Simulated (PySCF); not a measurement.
Gas-phase reaction: (CH₃)₃SiCl + 4 H₂CSiH₂ + CCl₂ = 5 CH₃SiH₂ + 3 CCl

Method: PySCF energies plus ideal-gas RRHO corrections (1 bar). † marks an energy on the PBE0/def2-TZVP geometry and frequencies; other levels use their own. MP2 freezes the core. 6-31G* has spherical d functions here. Open shells (unrestricted): CH₃SiH₂ (multiplicity 2), CCl (multiplicity 2, electronic degeneracy 4); the rest are closed-shell singlets. Spin-orbit splitting is ignored; it lowers the true energy and changes the entropy of CCl. H₂CSiH₂, CH₃SiH₂: computed as isolated molecules; such fragments, hydroxides, amides, oligomers or adducts are transient or little studied in the gas. MP2 isn't extrapolated to the basis-set limit; its ΔH°(298 K) is 1328.3 kJ in def2-SVP and 1395.6 kJ in def2-TZVPP. The harmonic model lacks anharmonicity and excited electronic states, which grow with temperature; levels with a mode under 35 cm⁻¹ are left out. Internal rotation in (CH₃)₃SiCl, CH₃SiH₂ is treated as a harmonic vibration of one conformer, which makes the entropy rough.

| level | ΔE electronic, kJ | ΔH°(298 K), kJ | ΔS°(298 K), J/K | ΔG°(1600 K), kJ |
|---|---|---|---|---|
| HF/6-31G* | 842 | 807 | 415 | 154 |
| HF/def2-TZVP† | 861 | 830 | 407 | 193 |
| MP2/def2-SVP† | 1359 | 1328 | 407 | 691 |
| MP2/def2-TZVPP† | 1426 | 1396 | 407 | 759 |
| PBE0/def2-SVP† | 1307 | 1276 | 407 | 639 |
| PBE0/def2-TZVP | 1298 | 1268 | 407 | 631 |
| LDA/def2-TZVP† | 1550 | 1520 | 407 | 882 |
| ωB97X-V/def2-TZVP† | 1333 | 1302 | 407 | 665 |
ΔH° is lowest at HF/6-31G* and highest at LDA/def2-TZVP†. No reference value is set beside these.
